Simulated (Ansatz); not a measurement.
Cost and result for the atomization energy of C4H6O (`C=CC(=C)O`) (11 atoms, 10 bonds).

```xyz
11

C     1.229    1.073    1.051
C     0.882    0.031    0.302
C    -0.448   -0.176   -0.252
C    -0.757   -1.240   -1.001
O    -1.328    0.806    0.064
H     0.516    1.850    1.297
H     2.237    1.172    1.436
H     1.604   -0.742    0.062
H    -0.007   -1.987   -1.215
H    -1.750   -1.388   -1.411
H    -2.179    0.602   -0.334
```

The species carries charge 0 and has multiplicity 1. Geometry: relaxed with PBE0-D4/def2-TZVP. It is one conformer, not always the lowest. Program: Ansatz. Hardware: A = 2 threads of an AMD EPYC 7R13 on a shared host; B = 2 threads of an AMD EPYC 7R13 on a shared host and a share of an NVIDIA H100 80 GB. Times are those of one run each, without the atoms' runs, and a repeat can differ threefold. Electronic energies, without spin–orbit coupling; frozen cores. CCSD(T)/CBS adds CCSD(T) − MP2 in def2-TZVPP to the MP2 limit, and its time is that of the two runs behind it. T1 = 0.012; the RHF reference is unstable towards UHF. B3LYP takes the VWN-RPA correlation (the form of Gaussian; ORCA's B3LYP/G).

CCSD(T)/CBS is a level of theory with its own doubt, some kJ/mol a heavy atom from the limit and from the frozen cores, so smaller differences don't rank the functionals.

```tsv
level	functions	wall time
PBE-D4/def2-TZVPP (with forces) [A]	239	2.7 s
PBE0-D4/def2-TZVPP [A]	239	3.1 s
r2SCAN-D4/def2-TZVPP (with forces) [A]	239	4.6 s
B3LYP-D4/def2-TZVPP (with forces) [A]	239	4.8 s
B2PLYP/def2-TZVPP [A]	239	7 s
ωB97X-V/def2-TZVPP [A]	239	7.5 s
MP2/def2-QZVPP [B]	465	10 s
ωB97M-V/def2-TZVPP (with forces) [A]	239	11 s
CCSD(T)/def2-TZVPP [B]	239	15 s
CCSD(T)/CBS(def2)	–	25 s
```

Problem. What atomization energy does each give, and how far from CCSD(T)/CBS? (Estimate.)

Solution. Ansatz gave: 
```json
{"level": "PBE-D4/def2-TZVPP (with forces) [A]", "atomization (kJ/mol)": "4821.6", "difference from CCSD(T)/CBS": "153.4", "per bond": "15.3"}
{"level": "PBE0-D4/def2-TZVPP [A]", "atomization (kJ/mol)": "4714.8", "difference from CCSD(T)/CBS": "46.6", "per bond": "4.7"}
{"level": "r2SCAN-D4/def2-TZVPP (with forces) [A]", "atomization (kJ/mol)": "4696.5", "difference from CCSD(T)/CBS": "28.3", "per bond": "2.8"}
{"level": "B3LYP-D4/def2-TZVPP (with forces) [A]", "atomization (kJ/mol)": "4682.1", "difference from CCSD(T)/CBS": "13.9", "per bond": "1.4"}
{"level": "B2PLYP/def2-TZVPP [A]", "atomization (kJ/mol)": "4636.7", "difference from CCSD(T)/CBS": "-31.5", "per bond": "-3.2"}
{"level": "ωB97X-V/def2-TZVPP [A]", "atomization (kJ/mol)": "4664.6", "difference from CCSD(T)/CBS": "-3.6", "per bond": "-0.4"}
{"level": "MP2/def2-QZVPP [B]", "atomization (kJ/mol)": "4715.4", "difference from CCSD(T)/CBS": "47.2", "per bond": "4.7"}
{"level": "ωB97M-V/def2-TZVPP (with forces) [A]", "atomization (kJ/mol)": "4683.5", "difference from CCSD(T)/CBS": "15.3", "per bond": "1.5"}
{"level": "CCSD(T)/def2-TZVPP [B]", "atomization (kJ/mol)": "4554.7", "difference from CCSD(T)/CBS": "-113.5", "per bond": "-11.4"}
{"level": "CCSD(T)/CBS(def2)", "atomization (kJ/mol)": "4668.2", "difference from CCSD(T)/CBS": "0.0", "per bond": "0.0"}
```

From PBE to PBE0 (25 % exact exchange), in def2-TZVPP and without D4, the atomization energy moves by −103.6 kJ/mol: exact exchange takes away binding that semilocal exchange gives to molecules. In def2-TZVPP, CCSD(T) changes the Hartree–Fock value by +1155.8 kJ/mol (the triples alone add +79.3 kJ/mol) and MP2 by +1249.8 kJ/mol; breaking electron pairs costs correlation energy, which Hartree–Fock lacks. The D4 term adds +30.4 kJ/mol with B3LYP and +15.9 kJ/mol with PBE0; it sums over pairs of atoms, weighted by their polarisabilities, and B3LYP, whose exchange is more repulsive, gets the larger term.
